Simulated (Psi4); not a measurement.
This Psi4 input (PBE/aug-pcseg-2) gives -537.94986 Eh with 211 basis functions.

```
memory 8100 MB

molecule {
0 1
C     0.01118773    0.75889942   -0.01238914
C     1.30488840    1.02329449    0.00343307
Cl   -0.63700773   -0.85323169    0.00417952
H    -0.75905041    1.51625302   -0.03695357
H     2.05291747    0.24314247    0.02802818
H     1.63880765    2.05237986   -0.00839007
}

set {
  basis aug-pcseg-2
  scf_type df
}

energy('pbe')
print_variables()
```

Change:
```diff
- basis aug-pcseg-2
+ basis 6-311g**
```

Problem. What does the run give now?

Solution. -537.92310 Eh (PBE/6-311G**, 80 functions), a change of +26.76 mEh.
